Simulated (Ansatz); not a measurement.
Born–Oppenheimer molecular dynamics of C₂H₅O (8 atoms, charge 0, multiplicity 2). It starts from a rough guess of a transition structure, not a stationary point.

Method: UKS BLYP/6-31G* in Ansatz.

```yaml
ensemble: NVE (velocity Verlet)
time_step: 0.5 fs
steps_asked: 150
starting_velocities_drawn_for: 600 K
seed: 146714
```

First frame:

```xyz
8
Properties=species:S:1:pos:R:3
H -0.694 -0.666 -0.281
C 0.344 0.214 -0.576
C 0.674 1.098 0.317
O -1.578 -1.528 0.024
H 0.728 0.012 -1.554
H 0.185 1.171 1.274
H 1.475 1.810 0.157
H -1.134 -2.111 0.640
```

(1) How far do the bonds stretch over the last three quarters of this one trajectory? (Pairs bonded in most of those frames.)

Results:

(1) 
```csv
bond,mean (Å),spread (Å),shortest,longest
H1–O4,1.024,0.083,0.89,1.18
C2–C3,1.320,0.016,1.30,1.35
C2–H5,1.093,0.027,1.05,1.13
C3–H6,1.098,0.020,1.07,1.13
C3–H7,1.120,0.066,1.02,1.21
O4–H8,0.988,0.036,0.93,1.05
```

Mean temperature of the second half: 559 K. The conserved energy stayed within 0.75 meV per atom of its start (net change 0.43 meV per atom), so the integration is sound. A run of 0.075 ps of so small a system gives no equilibrium averages.

Run time: 4.7 min on 1 thread of Arm Neoverse V1, on a shared host, peak memory 0.11 GiB.
